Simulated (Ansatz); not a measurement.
Input and output for C5H8O (`C=C(C=O)CC`).

```yaml
crystal:
  periodic: [false, false, false]
  atoms:
    - {symbol: C, position_ang: [0.032322, 0.495197, 1.821924]}
    - {symbol: C, position_ang: [0.247853, -0.141318, 0.670482]}
    - {symbol: C, position_ang: [1.637519, -0.547391, 0.381395]}
    - {symbol: O, position_ang: [1.978430, -1.164048, -0.595497]}
    - {symbol: C, position_ang: [-0.805057, -0.468077, -0.339155]}
    - {symbol: C, position_ang: [-0.737773, 0.439742, -1.563952]}
    - {symbol: H, position_ang: [-0.957287, 0.816178, 2.127702]}
    - {symbol: H, position_ang: [0.853592, 0.710812, 2.498589]}
    - {symbol: H, position_ang: [2.376526, -0.246501, 1.155008]}
    - {symbol: H, position_ang: [-0.668427, -1.505612, -0.658067]}
    - {symbol: H, position_ang: [-1.789349, -0.394102, 0.130195]}
    - {symbol: H, position_ang: [-0.890813, 1.484766, -1.284451]}
    - {symbol: H, position_ang: [0.231397, 0.354643, -2.057362]}
    - {symbol: H, position_ang: [-1.508933, 0.165711, -2.286811]}
basis:
  gaussian: {orbitals: cc-pVTZ}
hamiltonian: {xc: {name: B97}}
accuracy: high
output: {forces: true}
```

```sh
$ ansatz run in.yaml --threads 4 --pin off --events-out ev --progress --plain --max-ram 10444MiB
```

Shortened log:

```
Functional definition: B97
5319 factors; integrals over basis functions are off by at most 1.5e-8 eV
mean field evaluation 1: about -7351.3217 eV, gradient 7.0e1 eV
mean field evaluation 2: about -7343.9908 eV, gradient 9.0e1 eV
mean field evaluation 4: about -7361.7336 eV, gradient 6.5e0 eV
mean field evaluation 8: about -7361.9932 eV, gradient 8.3e-1 eV
mean field evaluation 16: about -7361.9945 eV, gradient 1.1e-4 eV
mean field -7361.99453702 eV, -270.5483090965 hartree, gradient 9.0e-8 eV, S^2 0.000000; 0 other end points of the search recorded, 0 dependent functions left out
reference -7361.99453958 eV, -270.5483091904 hartree; 23, 23 occupied and 269, 269 virtual orbitals, 5319 factors
Total energy: -7361.99453958 eV, -270.5483091904 hartree
Atom 0 at     0.032322     0.495197     1.821924 Å, force    -0.074130     0.153055     0.278383 eV/Å
Atom 1 at     0.247853    -0.141318     0.670482 Å, force     0.035363    -0.002985     0.049823 eV/Å
Atom 2 at     1.637519    -0.547391     0.381395 Å, force     0.122669     0.123486     0.270241 eV/Å
Atom 3 at     1.978430    -1.164048    -0.595497 Å, force     0.192393    -0.259830    -0.384908 eV/Å
Atom 4 at    -0.805057    -0.468077    -0.339155 Å, force    -0.217815    -0.230825     0.048648 eV/Å
Atom 5 at    -0.737773     0.439742    -1.563952 Å, force    -0.009907     0.170211    -0.264453 eV/Å
Atom 6 at    -0.957287     0.816178     2.127702 Å, force    -0.004901     0.011754     0.023156 eV/Å
Atom 7 at     0.853592     0.710812     2.498589 Å, force    -0.006285     0.014776     0.023843 eV/Å
Atom 8 at     2.376526    -0.246501     1.155008 Å, force     0.035759     0.007950     0.029061 eV/Å
Atom 9 at    -0.668427    -1.505612    -0.658067 Å, force    -0.015378    -0.024141    -0.010601 eV/Å
Atom 10 at    -1.789349    -0.394102     0.130195 Å, force    -0.033530    -0.007171    -0.001592 eV/Å
Atom 11 at    -0.890813     1.484766    -1.284451 Å, force    -0.007497     0.034433    -0.006815 eV/Å
Atom 12 at     0.231397     0.354643    -2.057362 Å, force     0.007761     0.008209    -0.024917 eV/Å
Atom 13 at    -1.508933     0.165711    -2.286811 Å, force    -0.024504     0.001078    -0.029868 eV/Å
Dipole moment:    -0.337052     0.284983     0.374706 e Å
```

It took 39 s on 4 threads of an Arm Neoverse V2 on a shared host, with 3 GiB of host memory at the peak.
